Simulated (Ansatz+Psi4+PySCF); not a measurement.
Values are calculated unless marked as measured or tabulated.
## Psi4 1.11 run

```
molecule {
0 2
B 0.900000 0.000000 0.000000
B -0.450000 0.779420 0.000000
B -0.450000 -0.779420 0.000000
}

set basis cc-pVTZ
set reference uhf
set scf_type pk
energy('scf')
```

The input is written out from the run's settings.

The run gave:

* Converged: yes
* Total energy: -73.79553 hartree
* Spin squared of the determinant: 1.540
* Occupied orbitals by symmetry in an Abelian subgroup (alpha; beta): 5 A1 1 B1 2 B2; 4 A1 1 B1 2 B2

Caution: the unrestricted determinant is spin contaminated.
